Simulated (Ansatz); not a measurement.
Two shapes of singlet CHO₂(-).

Shape 1:

```xyz
4

C    -0.0485   -0.0118   -0.3019
O     0.0361    1.1136    0.2359
O     0.0049   -1.0865    0.1864
H     0.0234    0.0141   -1.4312
```

Shape 2:

```xyz
4

C     0.0000    0.0000   -0.2809
O     0.0000    1.0414    0.1900
O     0.0000   -1.0414    0.1900
H     0.0000    0.0000   -1.3552
```

Basis set: 6-31G* (spherical functions). Correlated methods keep 3 orbitals frozen. Charge -1, multiplicity 1.

Computed with Ansatz (development build ahead of 0.2.0); each method stands on the lowest determinant of its kind that the runs found.

Problem. Which shape is lower in energy, and by how much in each method?

Solution.

```json
{"method": "RHF", "E(2) − E(1) (eV)": "0.754"}
{"method": "RHF-MP2", "E(2) − E(1) (eV)": "1.150"}
```

Shape 1 is lower. Caution: no diffuse functions for an anion; no unrestricted run beside it, a lower state can exist.
